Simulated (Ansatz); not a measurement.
# O₂ (quintet): wave-function methods side by side, def2-QZVPP

An exercise on one series of results from a longer session: the logs are not shown, and one member is left open.

Method: def2-QZVPP, core rule «outside noble gas», up to 2 orbitals frozen; program: Ansatz 0.2.0, Gaussian basis.

To be run: UHF; ROHF; CCSD(T) on UHF.

2 further runs of the same task are left out: 2 set aside as unsound or not needed.

## The system

The geometry is a PBE0/def2-TZVP stationary point (not a proven minimum) of the parent state, kept for this charge and spin.

2 atoms, charge 0, spin multiplicity 5.

Atoms are counted from 1 here; the program's logs count them from 0.

Bond lengths: O1–O2 1.193 Å.

Set-up of the first run:

in.yaml

```yaml
crystal:
  periodic: [false, false, false]
  atoms:
    - {symbol: O, position_ang: [0.000000, 0.000000, 0.000000]}
    - {symbol: O, position_ang: [0.000000, 0.000000, 1.192820]}
basis:
  gaussian: {orbitals: "def2-QZVPP.json"}
magnetization: {spin_polarized: true, initial_magnetization: 4}
hamiltonian: {xc: hf}
output: {orbitals: {seedname: orbitals}}
```

The run is started by

```sh
$ ansatz run in.yaml --threads 1 --pin off --events-out ev --progress --plain --max-ram 2393MiB
```

Among the steps run: UHF; ROHF; CCSD(T) on UHF.

One table of the session follows, with a row left open; its other results are not shown here.

It belongs to the step «Misses and costs». 

| method | from UCCSD(T) (kcal/mol) |
| --- | --- |
| ROHF | +272.58 |
| UHF | +260.04 |
| UMP2 | ? |
| UCCSD | +8.41 |
| UCCSD(T) | 0 |

**Question.** Estimate the row for UMP2.

As computed: from UCCSD(T) (kcal/mol): +20.70. In the column «from UCCSD(T) (kcal/mol)» it lies between UCCSD (+8.41) and UHF (+260.04).
